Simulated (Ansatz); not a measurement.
**H₃NO: geometry and frequencies at several levels**

Aim: geometry and frequencies at several levels, for H₃NO, with the cost of each level.

Program: Ansatz 0.2.0. Level of theory: the levels named in each step. These are calculated values, not measurements.

### 1 The system as given

Bond lengths: N1–O2 1.432 Å, N1–H3 1.020 Å, N1–H4 1.020 Å, O2–H5 0.966 Å. Angles: N1–O2–H5 105.0°, O2–N1–H3 105.6°, O2–N1–H4 105.6°, H3–N1–H4 107.4°.

Structure file:

```xyz
5

N    -0.5234    0.3203    0.3920
O     0.5116   -0.3071   -0.3730
H    -1.1906   -0.4194    0.6097
H    -0.9839    0.9674   -0.2477
H     1.3271   -0.1241    0.1118
```

### 2 A rough first relaxation, PBE-D4/def2-SVP

input.yaml

```yaml
crystal:
  periodic: [false, false, false]
  atoms:
    - { symbol: "N", position_ang: [-0.52339, 0.32026, 0.392] }
    - { symbol: O, position_ang: [0.51158, -0.30707, -0.37303] }
    - { symbol: H, position_ang: [-1.19059, -0.41937, 0.60971] }
    - { symbol: H, position_ang: [-0.98386, 0.96737, -0.24767] }
    - { symbol: H, position_ang: [1.32714, -0.12413, 0.11175] }
basis:
  gaussian: { orbitals: def2-SVP }
hamiltonian:
  xc: pbe
  dispersion: d4
relax:
  f_tol: 0.03
  max_steps: 200
```

Run with:

```
$ ansatz run input.yaml --threads 2 --pin off --max-ram 5120MiB --backend cpu --events-out ev --progress --plain --runs-dir out
```

After this run come: Relaxation, HF/STO-3G; Frequencies, HF/STO-3G; Relaxation, HF/6-31G*; Frequencies, HF/6-31G*; Relaxation, LDA/def2-SVP; Frequencies, LDA/def2-SVP; Relaxation, PBE-D4/def2-SVP; Frequencies, PBE-D4/def2-SVP; Relaxation, PBE0-D4/def2-TZVPP; Relaxation, MP2/def2-TZVPP; Frequencies, MP2/def2-TZVPP.

Q: Predict the outcome of this session. Wanted: N1–O2 at MP2/def2-TZVPP; frequencies at MP2/def2-TZVPP.

**Answer**, as computed:

```
                     quantity             value
      N1–O2 at MP2/def2-TZVPP           1.441 Å
frequencies at MP2/def2-TZVPP  421 to 3867 cm⁻¹
```

The N–O distance spreads over 0.037 Å, from HF/6-31G* (shortest) to PBE-D4/def2-SVP. No mode is imaginary, so the geometry is a minimum.
